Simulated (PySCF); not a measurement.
Species: C4H5FN (doublet state).
Geometry (GFN2-xTB, Å), atoms numbered from 1 in this order:
```
atom  x, y, z in Å
F1     2.8539    0.6238   -0.4287
C2     1.5929    0.5036    0.0085
C3     0.8617   -0.5656   -0.2695
C4    -0.5375   -0.7050    0.1712
C5    -1.5503    0.3797    0.0007
N6    -0.9906    0.0932    1.2563
H7     1.2705    1.3549    0.5894
H8     1.2827   -1.3804   -0.8386
H9    -0.9172   -1.7222    0.1149
H10   -1.2839    1.3362   -0.4398
H11   -2.5769    0.0844   -0.1904
```

The hyperfine couplings belong to this conformer and change with its torsions.

Identity: `F/C=C/[C@@H]1C[N]1` [radical].

Theory: UKS B3LYP, pcH-1 on C F H N, non-relativistic, mean-field spin-orbit, GIAO in PySCF. One conformer (not necessarily the lowest) at the GFN2-xTB geometry, without solvent, vibrations or thermal averaging. Couplings are sensitive to structure, and on GFN2-xTB geometries they can be far from those on DFT ones. No stability test was run, so a lower SCF solution isn't excluded.

Break the g tensor into its mass correction, gauge correction and orbital-Zeeman/spin–orbit terms.

```
                    Δg (ppm)     1     2     3
relativistic mass correction  -209  -209  -209
            gauge correction    -4    36    33
   orbital Zeeman/spin–orbit   122  1756  4301
                       total   -92  1583  4124
```

So g = 2.00223, 2.00390, 2.00644 and g_iso = 2.00419; the tensor is rhombic: the two nearest values differ by 40 % of g3 − g1. 

At 9.638 GHz, how far is the centre of the isotropic spectrum from where a free electron (g = 2.002319) resonates?

B = hν/(g μB) with μB/h = 13.99624 MHz/mT gives 343.91 mT for the free electron and 343.59 mT at g_iso, 0.32 mT lower.

What effective moment and Curie constant follow for a powder?

With the mean of g² = 4.0168 and S(S+1) = 0.75: μ_eff = √(⟨g²⟩S(S+1)) = 1.736 μB and χT = 0.12505·⟨g²⟩·S(S+1) = 0.377 cm³ K/mol (cgs; spin-Hamiltonian part alone).

In a frozen sample, at which fields do the three g values resonate at 9.5, 34, 94 and 263 GHz (hyperfine left aside), and which band first spreads them over more than twice a line width of 0.5 mT?

```csv
band,GHz,B(g3) mT,B(g2) mT,B(g1) mT,spread mT
X,9.5,338.29,338.72,339.00,0.71
Q,34.0,1210.71,1212.25,1213.26,2.55
W,94.0,3347.26,3351.50,3354.31,7.05
J,263.0,9365.20,9377.08,9384.93,19.72
```

The spread grows in proportion to the frequency. Q band is the first where it exceeds 1.0 mT.

Largest spin populations (Mulliken): N6 (+0.91) and H11 (+0.06). N6 is the only atom above +0.15.

The HOMO–LUMO gaps are 6.45 eV among the α and 3.68 eV among the β orbitals.
